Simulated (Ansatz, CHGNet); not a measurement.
For zinc-blende CuI, the machine-learned potential CHGNet-r²SCAN (trained on r²SCAN data) gives:

| Item | Result |
|---|---|
| lattice constant a | 6.015 Å |
| zone-centre TO phonon frequency | 79 cm⁻¹ |
| elastic constant C11 | 63.5 GPa |
| elastic constant C44 | 6.79 GPa |
| Voigt–Reuss–Hill shear modulus | 5.24 GPa |

Question: What does HSE06 (Ansatz, a first-principles code, PAW) give for the same quantities?

Answer: 
- lattice constant a: 6.094 Å (rises by 1.3 %)
- zone-centre TO phonon frequency: 122 cm⁻¹ (goes up by 54 %)
- elastic constant C11: 48.0 GPa (decreases by 24 %)
- elastic constant C44: 20.3 GPa (increases by 200 %)
- Voigt–Reuss–Hill shear modulus: 14.3 GPa (rises by 170 %)

For comparison: lattice constant a 6.053 ± 0.003 Å (measured, temperature not stated, no zero-point or thermal correction, our sources range from 6.044 to 6.054; as tabulated in arXiv:2305.18931); zone-centre TO phonon frequency 132 cm⁻¹ (measured, 9 K, zero-point motion not removed, Raman; as tabulated in arXiv:2305.18931).

Changes are worked out from the printed values.

Unless a cell is named, each level is at its own relaxed cell (CHGNet-r²SCAN 27.21, HSE06 28.29 Å³/atom).

Ansatz's density-functional and Hartree–Fock values are scalar-relativistic unless marked +SOC, with PAW data made under PBE.
